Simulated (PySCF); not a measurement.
Gas-phase reaction: 4 SiH3F → i-Si4H10 + 2 F2 + 2 H

Method: PySCF energies plus ideal-gas RRHO corrections (1 bar). † marks an energy on the PBE0/def2-TZVP geometry and frequencies; other levels use their own. MP2 and CCSD(T) freeze the core. 6-31G* has spherical d functions here. Open shells (unrestricted): H (multiplicity 2); the rest are closed-shell singlets. B3LYP is the form with VWN-RPA correlation. MP2 isn't extrapolated to the basis-set limit; its ΔH°(298 K) is 1937.8 kJ in def2-SVP and 2051.8 kJ in def2-TZVPP. CCSD(T) isn't extrapolated to the basis-set limit. The harmonic model lacks anharmonicity and excited electronic states, which grow with temperature; levels with a mode under 35 cm⁻¹ are left out. Internal rotation in i-Si4H10 is treated as a harmonic vibration of one conformer, which makes the entropy rough.

ΔH° and ΔS° at 298 K: B3LYP/6-31G* 1907 kJ, 91 J/K; BLYP/def2-TZVP† 1936 kJ, 89 J/K; CCSD(T)/def2-SVP† 1881 kJ, 89 J/K; HF/def2-TZVP† 2083 kJ, 89 J/K; MP2/def2-TZVPP† 2052 kJ, 89 J/K; r2SCAN/def2-TZVP† 1950 kJ, 89 J/K.

Q: With the heat capacities included, give log10 K (1 bar) at 600, 1000, 1400, 2000, 2500 K from B3LYP/6-31G*, BLYP/def2-TZVP†, CCSD(T)/def2-SVP†, HF/def2-TZVP†, MP2/def2-TZVPP†, r2SCAN/def2-TZVP†.

A: 
| T (K) | B3LYP/6-31G* | BLYP/def2-TZVP† | CCSD(T)/def2-SVP† | HF/def2-TZVP† | MP2/def2-TZVPP† | r2SCAN/def2-TZVP† |
|---|---|---|---|---|---|---|
| 600 | -160.6 | -163.3 | -158.5 | -176.1 | -173.3 | -164.5 |
| 1000 | -93.3 | -95.0 | -92.1 | -102.7 | -101.0 | -95.7 |
| 1400 | -64.3 | -65.5 | -63.4 | -71.0 | -69.8 | -66.0 |
| 2000 | -42.3 | -43.2 | -41.8 | -47.1 | -46.3 | -43.6 |
| 2500 | -32.0 | -32.8 | -31.6 | -35.9 | -35.2 | -33.1 |
